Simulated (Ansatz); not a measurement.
Program: Ansatz 0.2.0.

A structure relaxed at PBE0-D4/def2-TZVP, charge 0, multiplicity 1:

Cartesian coordinates in Å:
```
O -1.497 -0.109 0.075
Si 0.017 0.523 0.135
S 1.516 -0.790 -0.628
H -1.790 -0.467 -0.765
H 0.167 1.729 -0.716
H 0.236 0.828 1.564
H 1.350 -1.714 0.334
```

(1) Give its formula and SMILES.

(2) Summarise the bond lengths by kind.

Results:

(1) H4OSSi, `O[SiH2]S`.

(2) 1 × O–Si 1.642 Å; 1 × H–O 0.959 Å; 1 × S–Si 2.133 Å; 2 × H–Si 1.478 to 1.484 Å; 1 × H–S 1.344 Å.
